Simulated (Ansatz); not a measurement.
Relaxation of CF$_{3}$ (4 atoms, charge 0, multiplicity 2), to a largest force component of 0.015 eV/Å in at most 40 steps.

All numbers below come from UKS r2SCANh-D4/def2-SVP (Ansatz).

```xyz
4
Properties=species:S:1:pos:R:3:forces:R:3
F -1.241 0.024 0.263 0.48 0.01 0.04
C -0.038 -0.057 -0.275 -0.02 -0.02 -0.30
F 0.665 -1.056 0.225 -0.23 0.41 0.05
F 0.614 1.090 -0.213 -0.23 -0.41 0.21
```

Where does it end, and by what steps?

The run converged. After 3 steps the energy has fallen by 0.012 eV; C2 moved furthest, 0.01 Å.

```json
{"step": "0", "energy less start (eV)": "0.0000", "largest force component (eV/Å)": "0.478", "accepted": "yes"}
{"step": "1", "energy less start (eV)": "-0.0105", "largest force component (eV/Å)": "0.338", "accepted": "yes"}
{"step": "2", "energy less start (eV)": "-0.0122", "largest force component (eV/Å)": "0.040", "accepted": "yes"}
{"step": "3", "energy less start (eV)": "-0.0122", "largest force component (eV/Å)": "0.004", "accepted": "yes"}
```

```xyz
4
Properties=species:S:1:pos:R:3
F -1.227 0.025 0.266
C -0.040 -0.060 -0.289
F 0.659 -1.045 0.228
F 0.608 1.080 -0.205
```

Run time: 16 s on 1 thread of Arm Neoverse V2 (shared host), peak memory 0.16 GiB.
